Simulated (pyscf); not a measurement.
Thermochemistry of product channels of F–GeH•–F + hydrogen fluoride (HF) on the doublet surface, in kJ/mol, from ωB97M-D3(BJ)/def2-TZVP energies (ideal gas, 1 atm, RRHO with modes under 100 cm⁻¹ raised to 100, one conformer, R ln 2 for rigid chiral ones). Structures and frequencies: ωB97X-D3(BJ)/def2-SVP in PySCF.

| products | ΔE | ΔH(298 K) | ΔG(298 K) | ΔG(600 K) |
|---|---|---|---|---|
| fluorine (F–F) + F–GeH₂• | +598.5 | +591.7 | +590.2 | +589.5 |
| F–Ge:–F [singlet] + hydrogen (H₂) + F atom (F•) | +244.0 | +231.1 | +203.5 | +174.4 |
| fluorine (F–F) + F–GeH: [singlet] + H atom (H•) | +802.2 | +778.6 | +746.3 | +712.9 |

These are energies of the channels, which say nothing of barriers. Left out: orbital degeneracy and the spin-orbit lowering of F. Elements up to Kr have no core potential and no relativistic terms here.
